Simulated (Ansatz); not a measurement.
Heat of formation of H2S (hydrogen sulfide) from total energies

H2S: 3 atoms, total charge 0, spin state singlet. SMILES: `S`. The coordinates come from a PBE0-D4/def2-TZVP relaxation.

```xyz
3

S     0.4955   -0.2806    0.2439
H     0.0979    0.9977    0.1624
H    -0.5934   -0.7171   -0.4063
```

Total energies at CCSDT(Q)/6-31G* (spherical functions), 5 core orbitals frozen (Ansatz 0.2.0); the atoms run unrestricted:

| species | state | energy (Eh) |
| --- | --- | --- |
| H2S | singlet | -398.811276 |
| S | triplet | -397.570257 |
| H | doublet | -0.498233 |

Harmonic wavenumbers at PBE0-D4/def2-TZVP, in cm⁻¹: 1209, 2725, 2740.

Measured heats of formation of the gaseous atoms at 298.15 K, in kJ/mol: S 277.0, H 218.0. Spin-orbit lowering of the atoms at 298 K (mean of the ground term's levels less their thermal mean, from spectra), in kJ/mol: S 1.88. Take 1 Eh = 2625.50 kJ/mol, 1 cm⁻¹ = 0.0119627 kJ/mol, RT = 2.479 kJ/mol.

Task: What heat of formation follows?

Result: 
1. Electronic atomisation energy: (-397.570257) + 2 × (-0.498233) − (-398.811276) = 0.244553 Eh = 642.1 kJ/mol.
2. Zero-point energy: half the sum of the wavenumbers, 3337 cm⁻¹ = 39.9 kJ/mol.
3. Thermal vibrational enthalpy, Σ hcν̃/(exp(hcν̃/kT) − 1): 0.0 kJ/mol. Translation, rotation and pV of a non-linear molecule: 4 RT = 9.9 kJ/mol.
4. The 3 free atoms carry 5/2 RT each: 18.6 kJ/mol.
5. Spin-orbit coupling lowers the free atoms by 1.88 = 1.9 kJ/mol.
6. Atomisation enthalpy at 298 K: 642.1 − 1.9 − 39.9 − 0.0 − 9.9 + 18.6 = 609.0 kJ/mol.
7. Sum of the atoms' heats of formation: 713.0 kJ/mol. Heat of formation: 713.0 − 609.0 = +104.0 kJ/mol.

The tabulated value is -20.5 kJ/mol (NIST-JANAF tables), so this level is off by +124.5 kJ/mol, or 17.0 % of the atomisation enthalpy that the table implies (733.5 kJ/mol). Coupled cluster needs large bases for atomisation: in a finite one the molecule is underbound. A double-zeta basis underbinds. Anharmonicity and any spin-orbit splitting of the molecule are left out, and so is core correlation.
